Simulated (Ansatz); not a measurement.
We consider 1T (CdI2-type) SnSe2, described by PBE0 (Ansatz, a quantum-chemistry and plane-wave program, plane waves, PAW).

Numerical settings: plane-wave cutoff 460 eV, 9×9×4 k mesh (along the axes of the cell as run), Fermi–Dirac smearing 0.01 eV, scalar-relativistic PAW data made under PBE.

Cell (measured lattice):

```yaml
crystal:
  lattice:
    - [3.81100, 0.00000, 0.00000]
    - [-1.90550, 3.30042, 0.00000]
    - [0.00000, 0.00000, 6.14000]
  atoms:
    - { symbol: Sn, position: [0.00000, 0.00000, 0.00000] }
    - { symbol: Se, position: [0.33333, 0.66667, 0.25869] }
    - { symbol: Se, position: [0.66667, 0.33333, 0.74131] }
```

Predict the band gap and smallest direct gap on the k points sampled.


- band gap: 1.81 eV
- smallest direct gap on the k points sampled: 2.49 eV

Measured, for comparison: band gap 0.98 eV (temperature not stated, no zero-point or thermal correction, indirect, our sources range from 0.98 to 1.06; as tabulated in Gonzalez and Oleynik (2016), arXiv:1609.04381).

Note: cell and atoms aren't relaxed at this level (largest force component 0.35 eV/Å).

Spin–orbit coupling is not included.

It cost around 8 core-minutes (rough) of CPU time.
